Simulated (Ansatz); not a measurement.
# PBE/def2-TZVPPD run of ClH (hydrogen chloride)

Aim: the vertical ionisation energy of ClH (hydrogen chloride) at PBE/def2-TZVPPD, from 2 runs. 

The results are computed with Ansatz 0.2.0.

## (1) The molecule

The species is ClH (2 atoms), typed as a singlet with charge 0. SMILES: `Cl`. The shape is that of a PBE0-D4/def2-TZVP optimisation.

Bond lengths: Cl1–H2 1.279 Å.

## (2) A single-point energy at PBE/def2-TZVPPD

The input, run.yaml:

```yaml
basis:
  gaussian:
    orbitals: def2-TZVPPD.json
crystal:
  periodic: [false, false, false]
  atoms:
    - {symbol: Cl, position_ang: [0.546000, -0.178500, 0.280800]}
    - {symbol: H, position_ang: [-0.546000, 0.178500, -0.280800]}
magnetization:
  spin_polarized: false
  initial_magnetization: 0
hamiltonian:
  xc: pbe
accuracy: high
output: {orbitals: {seedname: orbitals}}
```

The basis set def2-TZVPPD is read from a file made from the Basis Set Exchange's data (not shown).

Launch:

```sh
$ ansatz run run.yaml --threads 1 --pin off --max-ram 2610MiB --events-out events.jsonl --progress --plain --runs-dir runs
```

What it wrote:

```text
Warning: RAYON_NUM_THREADS=1 ignored (pool sized by the plan → 1); use --threads N
Functional definition: PBE
  name "PBE"
  parameter kappa = 0.804
  parameter beta = 0.06672455060314922
  exchange = pbe_x(kappa = kappa, mu = beta*pi^2/3)
  correlation = pbe_c(beta = beta)
849 factors; integrals over basis functions are off by at most 3.7e-9 eV
mean field evaluation 1: about -12534.0017 eV, gradient 1.2e1 eV
mean field evaluation 2: about -12533.9527 eV, gradient 1.4e1 eV
mean field evaluation 4: about -12534.3544 eV, gradient 8.3e-1 eV
mean field evaluation 8: about -12534.3558 eV, gradient 2.0e-3 eV
mean field evaluation 16: about -12534.3558 eV, gradient 5.2e-8 eV
mean field -12534.35581458 eV, -460.6290800942 hartree, gradient 1.6e-8 eV, S^2 0.000000; 0 other end points of the search recorded, 0 dependent functions left out
reference -12534.35581861 eV, -460.6290802422 hartree; 9, 9 occupied and 59, 59 virtual orbitals, 849 factors
Total energy: -12534.35581861 eV, -460.6290802422 hartree
```

Wall time 0.72 s (1 thread of Intel Xeon 6975P-C (Granite Rapids), shared host); peak memory 0.12 GiB.

## (3) The doublet cation, same level

The input, input.yaml:

```yaml
crystal:
  periodic: [false, false, false]
  atoms:
    - symbol: Cl
      position_ang: [0.546000, -0.178500, 0.280800]
    - symbol: H
      position_ang: [-0.546000, 0.178500, -0.280800]
basis:
  gaussian:
    orbitals: def2-TZVPPD.json
total_charge: 1
magnetization:
  spin_polarized: true
  initial_magnetization: 1
hamiltonian:
  xc: {name: PBE}
accuracy: high
output: {orbitals: {seedname: orbitals}}
```

The basis set def2-TZVPPD is read from a file made from the Basis Set Exchange's data (not shown).

Launch:

```sh
$ ansatz run input.yaml --threads 1 --pin off --max-ram 2610MiB --events-out events.jsonl --progress --plain --runs-dir runs
```

What it wrote:

```text
Warning: RAYON_NUM_THREADS=1 ignored (pool sized by the plan → 1); use --threads N
Functional definition: PBE
  name "PBE"
  parameter kappa = 0.804
  parameter beta = 0.06672455060314922
  exchange = pbe_x(kappa = kappa, mu = beta*pi^2/3)
  correlation = pbe_c(beta = beta)
849 factors; integrals over basis functions are off by at most 3.7e-9 eV
mean field evaluation 1: about -12520.3056 eV, gradient 1.9e1 eV
mean field evaluation 2: about -12520.8372 eV, gradient 1.6e1 eV
mean field evaluation 4: about -12521.6278 eV, gradient 8.2e-1 eV
mean field evaluation 8: about -12521.6300 eV, gradient 3.1e-3 eV
mean field evaluation 16: about -12521.6300 eV, gradient 2.7e-7 eV
mean field evaluation 32: about -12521.6300 eV, gradient 1.6e-8 eV
mean field -12521.63002913 eV, -460.1614161049 hartree, gradient 1.6e-8 eV, S^2 0.753452; 1 other end points of the search recorded, 0 dependent functions left out
reference -12521.63003112 eV, -460.1614161781 hartree; 9, 8 occupied and 59, 60 virtual orbitals, 849 factors
Total energy: -12521.63003112 eV, -460.1614161781 hartree
```

Wall time 1.5 s (1 thread of Intel Xeon 6975P-C (Granite Rapids), shared host); peak memory 0.14 GiB.

## (4) What came out

Level: PBE/def2-TZVPPD.

| quantity | value |
| --- | --- |
| singlet ClH: total energy | -460.62908 Eh |
| singlet ClH: HOMO energy | -8.04 eV |
| singlet ClH: LUMO energy | -0.98 eV |
| singlet ClH: HOMO–LUMO gap | 7.06 eV |
| doublet cation: total energy | -460.16142 Eh |
| doublet cation: HOMO energy (highest over α and β) | -17.85 eV |
| doublet cation: LUMO energy (lowest over α and β) | -17.39 eV |
| doublet cation: ⟨S²⟩ | 0.753 |
| vertical ionisation energy (to the doublet cation) | 12.726 eV |

In words: Removing an electron at fixed nuclei costs 12.73 eV (1228 kJ/mol). The negative HOMO energy of the first species, 8.04 eV, lies 4.68 eV below that difference.
